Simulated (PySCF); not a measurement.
Basis-set dependence of excited states

Species: cyclopentadienethione, C5H4S.
Atom-mapped SMILES: `[S:1]=[C:2]1[CH:3]=[CH:4][CH:5]=[CH:6]1` (hydrogens: H7 on C3; H8 on C4; H9 on C5; H10 on C6)

TDDFT with PBE0 (PySCF), vertical singlets, core orbitals frozen in the response, spherical d and f functions. Isolated species at its PBE0-D3(BJ)/def2-SVP geometry, gas phase.

Question: How do the low singlets change with the basis? Take 6-31G*, def2-SVP, 6-31+G*, aug-cc-pVDZ, def2-TZVP and def2-TZVPD.

Answer: 

| basis | functions | diffuse | S1 (eV) | S2 (eV) | S3 (eV) | S4 (eV) | S5 (eV) | LUMO (eV) | α (au) |
| --- | --- | --- | --- | --- | --- | --- | --- | --- | --- |
| 6-31G* | 96 | no | 1.63 | 2.18 | 4.84 | 5.53 | 6.03 | -3.35 | 64.9 |
| def2-SVP | 108 | no | 1.54 | 2.26 | 4.87 | 5.52 | 6.02 | -3.45 | 66.0 |
| 6-31+G* | 120 | yes | 1.60 | 2.18 | 4.74 | 5.51 | 6.00 | -3.57 | 76.9 |
| aug-cc-pVDZ | 178 | yes | 1.59 | 2.21 | 4.71 | 5.47 | 5.93 | -3.57 | 81.8 |
| def2-TZVP | 216 | no | 1.57 | 2.21 | 4.72 | 5.45 | 5.97 | -3.53 | 76.2 |
| def2-TZVPD | 267 | yes | 1.58 | 2.20 | 4.68 | 5.44 | 5.95 | -3.57 | 82.1 |

States are compared by their number. Against the largest diffuse basis here (def2-TZVPD, itself not a converged limit), sets without diffuse functions differ by up to 0.05 eV in S1 and 0.08 eV in S5; the smaller diffuse sets differ by up to 0.02 and 0.05 eV. State by state, the largest deviation of a set without diffuse functions is S1 0.05, S2 0.06, S3 0.19, S4 0.09, S5 0.08 eV. The same number needn't mean the same state in each row. Against def2-TZVPD the polarisability deviates by -21% in 6-31G*, -20% in def2-SVP, -6% in 6-31+G*, 0% in aug-cc-pVDZ, -7% in def2-TZVP. A single + in a Pople set puts diffuse functions on heavy atoms only.
